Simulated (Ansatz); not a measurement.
**BSiH (singlet): the correlation ladder at scale of all distances = 1.000, 6-31G**

How much of the correlation energy of BSiH (singlet) does each wave-function method recover here?

Method: 6-31G, core rule «outside noble gas», up to 6 orbitals frozen; program: Ansatz 0.2.0, Gaussian basis.

To be run: UHF; CCSD(T) on RHF; CCSD(T) on UHF; BCCD(T) on RHF; CISD; CCSDT(Q) on RHF; CCSDT(Q) on UHF; CISDTQ; CCSDTQ on RHF; CCSDTQ on UHF; CASSCF and MRCISD+Q, 2 electrons in 2 orbitals; CASSCF and NEVPT2, 2 electrons in 2 orbitals; CASSCF and MRCISD+Q, 8 electrons in 9 orbitals; CASSCF and NEVPT2, 8 electrons in 9 orbitals; Full CI.

21 further runs of the same task are left out: 18 that didn't finish, 3 set aside as unsound or not needed.

**1. The geometry**

The geometry derives from a PBE0/def2-TZVP stationary point (not a proven minimum). All distances are scaled together.

3 atoms, charge 0, spin multiplicity 1.

Atoms are counted from 1 here; the program's logs count them from 0.

Bond lengths: Si1–B2 1.895 Å, B2–H3 1.186 Å. Angles: Si1–B2–H3 180.0°.

**2. UHF**

in.yaml

```yaml
crystal:
  periodic: [false, false, false]
  atoms:
    - {symbol: Si, position_ang: [0.000000, 0.000000, 1.658754]}
    - {symbol: B, position_ang: [0.000000, 0.000000, -0.236394]}
    - {symbol: H, position_ang: [0.000000, 0.000000, -1.422360]}
basis:
  gaussian: {orbitals: 6-31G}
magnetization: {spin_polarized: true, initial_magnetization: 0}
hamiltonian: {xc: hf}
output: {orbitals: {seedname: orbitals}}
```

On the command line:

```sh
ansatz run in.yaml --threads 1 --pin off --events-out ev --progress --plain --max-ram 2393MiB
```

Further steps of the session: CCSD(T) on RHF; CCSD(T) on UHF; BCCD(T) on RHF; CISD; CCSDT(Q) on RHF; CCSDT(Q) on UHF; CISDTQ; CCSDTQ on RHF; CCSDTQ on UHF; CASSCF and MRCISD+Q, 2 electrons in 2 orbitals; CASSCF and NEVPT2, 2 electrons in 2 orbitals; CASSCF and MRCISD+Q, 8 electrons in 9 orbitals; CASSCF and NEVPT2, 8 electrons in 9 orbitals; Full CI.

Before running them: what should the planned runs give, taken together? Wanted: FCI below the RHF energy; RMP2 from FCI; RCCSD from FCI; RCCSD(T) from FCI; RCCSDT(Q) from FCI; NEVPT2 valence from FCI; MRCISD+Q valence from FCI; T1 diagnostic; effectively unpaired electrons.

**Answer**, as computed:

| quantity | value |
| --- | --- |
| FCI below the RHF energy | -3.2861 eV |
| RMP2 from FCI | +21.83 kcal/mol |
| RCCSD from FCI | +4.59 kcal/mol |
| RCCSD(T) from FCI | +2.49 kcal/mol |
| RCCSDT(Q) from FCI | +0.31 kcal/mol |
| NEVPT2 valence from FCI | +5.43 kcal/mol |
| MRCISD+Q valence from FCI | +0.07 kcal/mol |
| levels within 1 kcal/mol (43 meV) | RCCSDT(Q), RCCSDTQ, MRCISD valence, MRCISD+Q valence |
| T1 diagnostic | 0.016 |
| effectively unpaired electrons | 2.06 |

What this shows: RCCSD(T) misses by +2.49 kcal/mol, 3.3 % of the correlation energy. The occupations show strong static correlation (2.1 unpaired electrons where one determinant has 0). Coupled cluster on one determinant still stays close here. Of the multireference levels listed MRCISD+Q valence comes nearest in total energy (+0.07 kcal/mol), which doesn't show that its space is the better one. These misses are within one basis, not against nature.
